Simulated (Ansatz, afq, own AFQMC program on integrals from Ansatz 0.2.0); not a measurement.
# Where AFQMC and coupled cluster stand for H2SO, triplet

```xyz
4

O    -0.8892   -0.2316    0.0000
H    -1.1385    0.6949    0.0000
H     0.2548   -0.2316    0.0000
S     1.7728   -0.2316    0.0000
```

Connectivity, by distances: OH ··· S, 1 bridging H.

Basis cc-pVTZ. Noble-gas cores (and the filled d shells of Ga–Kr and In–Xe) are frozen. Integrals, coupled cluster, full CI and functionals: Ansatz 0.2.0; the random walks run on the same integrals in our own AFQMC program. The CISD trial takes its coefficients from CCSD amplitudes. Released means that phaseless walkers are propagated on without the constraint, phases kept. Error bars are statistical, one sigma.

Determinant: UHF, the one that the program's search chose, which needn't be the lowest solution. The geometry is a point of a scan.

No full CI on the walks' own integrals is used here. The released AFQMC energy serves as the reference, which it does only where one determinant dominates, the energy is flat over the last release times and near the phaseless one (40 meV or 2 meV an electron, half that with transition metals). On small molecules, where full CI could be run and the noise was under 10 meV, such values lay within 10 meV of it in 19 cases of 20, a flattering rate, since the rule was set on those same cases; what remains of the bias isn't in the error bar.

Cautions: lower spins were not checked; unrestricted determinant slightly spin contaminated (⟨S²⟩ 2.05 against 2.00); the released value is read at 1.62 1/Eh with a noise of 15 meV, more than in the cases checked, later times being too noisy (meV from the phaseless value at times in 1/Eh: -18 ± 8 at 0.24, -14 ± 7 at 0.51, -18 ± 11 at 0.99, -36 ± 15 at 1.62, 4 ± 23 at 2.40).

The T1 diagnostic is 0.0223. The weight of the determinant in the CISD state is 0.858. The ⟨S²⟩ of the determinant is 2.052 and the size of the correlated space is 14 electrons in 86 orbitals.

Reference: AFQMC with the constraint released, correlation energy -12.025 ± 0.015 eV.

```tsv
level	E − E(reference) (kcal/mol)	share of correlation (%)
HF	277.31 ± 0.35	0.00
MP2	30.16 ± 0.35	89.12
CCSD	11.27 ± 0.35	95.94
CCSD(T)	1.29 ± 0.35	99.53
ph-AFQMC/HF	4.24 ± 0.76	98.47
ph-AFQMC/CISD	0.84 ± 0.40	99.70
```

A walk keeps the symmetry of its determinant, which the program's search chose and which needn't be the lowest solution, so a lower state of the same spin and another symmetry isn't excluded. Released energies are given only where the last usable release times agree within the noise; a slower fall can still hide under it.
